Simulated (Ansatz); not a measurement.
Consider the isomerisation: `CCC(C)(C)C(C)C` → `CC(C)CC(C)(C)C`.

Isolated molecules relaxed with PBE0-D4/def2-TZVP in Ansatz; ΔE leaves out vibrations. CBS: MP2 limit from def2 TZ/QZ plus the TZ coupled-cluster correction, frozen cores. Each species was taken in one conformer, which may not be the lowest.

`CCC(C)(C)C(C)C`:

Z-matrix (Å, degrees):
```
C
C 1 1.520
H 1 1.093 2 110.4
H 1 1.092 2 112.1 3 -119.5
H 1 1.092 2 111.9 3 119.4
C 2 1.540 1 116.6 3 -176.5
H 2 1.095 1 109.2 3 59.5
H 2 1.096 1 108.9 3 -55.2
C 6 1.528 2 107.3 1 -177.8
C 6 1.530 2 108.8 1 65.3
C 6 1.551 2 110.9 1 -55.5
H 9 1.093 6 111.9 2 61.6
H 9 1.092 6 111.9 2 -176.9
H 9 1.094 6 110.0 2 -57.6
H 10 1.094 6 110.4 2 50.2
H 10 1.093 6 111.8 2 -69.9
H 10 1.091 6 111.7 2 169.4
C 11 1.525 6 113.6 2 -179.5
C 11 1.524 6 113.7 2 -53.8
H 11 1.097 6 105.9 2 63.7
H 18 1.091 11 112.6 6 -55.2
H 18 1.093 11 110.0 6 -174.8
H 18 1.093 11 111.6 6 66.5
H 19 1.093 11 111.5 6 -63.1
H 19 1.093 11 110.1 6 178.2
H 19 1.091 11 112.7 6 58.3
```

`CC(C)CC(C)(C)C`:

```xyz
26

C    -0.679    0.602   -2.026
C    -0.869    1.072   -0.591
C    -0.990    2.591   -0.559
C     0.238    0.647    0.376
C     0.487   -0.847    0.664
C     1.317   -1.515   -0.432
C     1.288   -0.928    1.964
C    -0.827   -1.599    0.849
H    -0.781   -0.479   -2.129
H     0.310    0.882   -2.403
H    -1.425    1.062   -2.680
H    -1.817    0.660   -0.223
H    -1.168    2.958    0.455
H    -0.071    3.061   -0.925
H    -1.813    2.936   -1.191
H     1.184    1.094    0.042
H     0.010    1.124    1.337
H     2.265   -0.990   -0.575
H     1.548   -2.548   -0.154
H     0.802   -1.542   -1.392
H     2.221   -0.362    1.885
H     1.544   -1.965    2.201
H     0.718   -0.520    2.804
H    -0.636   -2.631    1.156
H    -1.444   -1.131    1.622
H    -1.412   -1.632   -0.073
```

```csv
species,CCSD(T)/CBS(def2) energy (Eh)
`CCC(C)(C)C(C)C`,-315.28786
`CC(C)CC(C)(C)C`,-315.28817
```

Question: Work out ΔE.

Answer: ΔE = (-315.28817) − (-315.28786) = -0.00031 Eh = -0.8 kJ/mol.

Largest T1 diagnostic among the species: 0.009.

Leaving LDA and LC-ωPBE aside and taking each functional with its dispersion term where it has one, the values, not all of them listed here, spread over 4.3 kJ/mol, from B2PLYP to revPBE-D4. LDA lies +6.9 kJ/mol from PBE without D4. The D4 term adds +5.1 kJ/mol with B3LYP and +2.9 kJ/mol with PBE0; it sums over pairs of atoms, weighted by their polarisabilities, and B3LYP, whose exchange is more repulsive, gets the larger term. In def2-TZVPP, CCSD(T) changes the Hartree–Fock value by +9.0 kJ/mol (the triples alone add +1.2 kJ/mol) and MP2 by +10.3 kJ/mol.

B3LYP here is the variant with VWN-RPA as its local correlation; programs differ in this.
